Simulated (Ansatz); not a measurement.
Born–Oppenheimer molecular dynamics of C2H3O2 (7 atoms, charge 0, multiplicity 2). It starts from a relaxed structure.

Level of theory: UKS B3LYP-D4/6-31G* in Ansatz 0.2.0.

- ensemble: NVE (velocity Verlet)
- time step: 0.5 fs
- steps asked: 266
- starting velocities drawn for: 700 K
- masses: H 2.014 u
- seed: 246041

First frame:

```xyz
7
Properties=species:S:1:pos:R:3
C -0.206 0.617 -0.181
C 0.254 -0.757 0.192
O 1.065 -0.998 1.131
O -0.115 -1.812 -0.388
H -0.926 0.562 -1.002
H -0.667 1.099 0.687
H 0.655 1.221 -0.484
```

(1) How far do the bonds stretch over the last three quarters of this one trajectory? (Pairs bonded in most of those frames.)

Answers

(1) 
```csv
bond,mean (Å),spread (Å),shortest,longest
C1–C2,1.496,0.021,1.46,1.53
C1–H5,1.098,0.009,1.08,1.12
C1–H6,1.098,0.024,1.05,1.14
C1–H7,1.099,0.030,1.05,1.15
C2–O3,1.263,0.033,1.21,1.32
C2–O4,1.266,0.033,1.20,1.33
```

Mean temperature of the second half: 378 K. The conserved energy stayed within 0.15 meV per atom of its start (net change 0.12 meV per atom), so the integration is sound. Over the second half the temperature averaged 0.54 of the 700 K drawn at the start: a run that starts near a minimum puts about half its kinetic energy into the potential. A run of 0.13 ps of so small a system gives no equilibrium averages.

Time of the run: 12 min on 2 threads of Arm Neoverse N1, with other jobs on the host, peak memory 0.16 GiB.
